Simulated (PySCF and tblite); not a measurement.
Results of a calculation; reference values are marked as such.
Stationary points of C5H9 (charge +1) at PBE0-D3(BJ)/def2-SVP, in Å:

Structure A

```
 1 C     0.723    0.910   -0.555
 2 C     1.192   -0.404   -0.220
 3 C    -0.046   -1.216    0.174
 4 C    -1.032   -0.143    0.650
 5 C    -0.656    1.079   -0.194
 6 H     1.340    1.688   -1.028
 7 H     1.752   -0.081    0.712
 8 H     1.981   -0.837   -0.856
 9 H     0.171   -1.982    0.928
10 H    -0.424   -1.736   -0.722
11 H    -2.086   -0.429    0.537
12 H    -0.873    0.103    1.713
13 H    -0.985    2.092    0.088
14 H    -1.056    0.955   -1.249
```

Structure B

```
 1 C     0.785    0.838   -0.567
 2 C     1.122   -0.501   -0.362
 3 C    -0.051   -1.261    0.160
 4 C    -1.028   -0.164    0.615
 5 C    -0.639    1.082   -0.198
 6 H     1.461    1.566   -1.033
 7 H     1.429    0.437    0.515
 8 H     2.088   -0.932   -0.651
 9 H     0.209   -2.007    0.924
10 H    -0.430   -1.831   -0.712
11 H    -2.079   -0.448    0.481
12 H    -0.884    0.036    1.689
13 H    -0.808    2.045    0.305
14 H    -1.176    1.140   -1.166
```

Geometries: PBE0-D3(BJ)/def2-SVP; energies: PBE0/pcSseg-1 + D3(BJ); zero-point and thermal terms from GFN2-xTB harmonic modes (soft modes blended into free rotors).

Which structure is a saddle point, and along which motion?

B: one imaginary mode (502i cm⁻¹ at GFN2-xTB, mostly on H7, C1, C2), along the shift of hydrogen on C2 from C2 to C1.

Give their symmetry and energies above the lowest.

A C2, 0.0 kcal/mol; B Cs, 2.0 kcal/mol.

The ion is treated without a counter-ion.
